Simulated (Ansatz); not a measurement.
# HClO (triplet): wave-function methods side by side at distance Cl1–H2 along a hydrogen transfer = 1.455 Å, cc-pVDZ

How much of the correlation energy of HClO (triplet) does each wave-function method recover here?

Program: Ansatz 0.2.0, Gaussian basis. Level of theory: cc-pVDZ, core rule «outside noble gas», up to 6 orbitals frozen. These are calculated values, not measurements.

The runs, in order: UHF; CCSD(T) on ROHF; CCSD(T) on UHF; BCCD(T) on ROHF; CISD; CCSDT(Q) on ROHF; CCSDT(Q) on UHF; CASSCF and MRCISD+Q, 4 electrons in 4 orbitals; CASSCF and NEVPT2, 4 electrons in 4 orbitals; CASSCF and MRCISD+Q, 14 electrons in 9 orbitals; CASSCF and NEVPT2, 14 electrons in 9 orbitals.

10 further runs of the same task are left out: 10 that didn't finish.

### 1 What is computed

The geometry derives from fragments relaxed apart (PBE0/def2-TZVP) and kept rigid, so it is no stationary point. A hydrogen atom is moved between rigid fragments.

3 atoms, charge 0, spin multiplicity 3.

Atoms are counted from 1 here; the program's logs count them from 0.

Bond lengths: Cl1–H2 1.455 Å.

As a file:

```xyz
3
charge 0, multiplicity 3
Cl    0.0000    0.0000   -1.4473
H     0.0000    0.0000    0.0077
O     0.0000    0.0000    1.4397
```

### 2 UHF

The input, in.yaml:

```yaml
crystal:
  periodic: [false, false, false]
  atoms:
    - {symbol: Cl, position_ang: [0.000000, 0.000000, -1.447333]}
    - {symbol: H, position_ang: [0.000000, 0.000000, 0.007667]}
    - {symbol: O, position_ang: [0.000000, 0.000000, 1.439667]}
basis:
  gaussian: {orbitals: cc-pVDZ}
magnetization: {spin_polarized: true, initial_magnetization: 2}
hamiltonian: {xc: hf}
output: {orbitals: {seedname: orbitals}}
```

Started as:

```bash
$ ansatz run in.yaml --threads 1 --pin off --events-out ev --progress --plain --max-ram 2393MiB
```

After this run come: CCSD(T) on ROHF; CCSD(T) on UHF; BCCD(T) on ROHF; CISD; CCSDT(Q) on ROHF; CCSDT(Q) on UHF; CASSCF and MRCISD+Q, 4 electrons in 4 orbitals; CASSCF and NEVPT2, 4 electrons in 4 orbitals; CASSCF and MRCISD+Q, 14 electrons in 9 orbitals; CASSCF and NEVPT2, 14 electrons in 9 orbitals.

Q: Predict the results of all the runs planned. Wanted: UCCSDT(Q) below the RHF energy; RMP2 from UCCSDT(Q); UMP2 from UCCSDT(Q); RCCSD from UCCSDT(Q); RCCSD(T) from UCCSDT(Q); UCCSD(T) from UCCSDT(Q); RCCSDT(Q) from UCCSDT(Q); NEVPT2 pair from UCCSDT(Q); MRCISD+Q pair from UCCSDT(Q).

The runs gave:

| quantity | value |
| --- | --- |
| UCCSDT(Q) below the RHF energy | -8.0909 eV |
| RMP2 from UCCSDT(Q) | +980.6 meV |
| UMP2 from UCCSDT(Q) | +970.6 meV |
| RCCSD from UCCSDT(Q) | +145.1 meV |
| RCCSD(T) from UCCSDT(Q) | +28.6 meV |
| UCCSD(T) from UCCSDT(Q) | +27.0 meV |
| RCCSDT(Q) from UCCSDT(Q) | +1.9 meV |
| NEVPT2 pair from UCCSDT(Q) | +999.9 meV |
| MRCISD+Q pair from UCCSDT(Q) | +30.5 meV |
| NEVPT2 valence from UCCSDT(Q) | +1505.4 meV |
| levels within 1 kcal/mol (43 meV) | RCCSD(T), UCCSD(T), BCCD(T), RCCSDT, UCCSDT, RCCSDT(Q), MRCISD+Q pair, MRCISD+Q valence |
| T1 diagnostic | 0.016 |
| effectively unpaired electrons | 2.01 |

**Reading.** RCCSD(T) misses by +28.6 meV, 0.4 % of the correlation energy. One determinant dominates. Of the multireference levels listed MRCISD+Q pair comes nearest in total energy (+30.5 meV), which doesn't show that its space is the better one. These misses are within one basis, not against nature; the frozen cores of restricted and unrestricted runs differ, which can shift their rows.
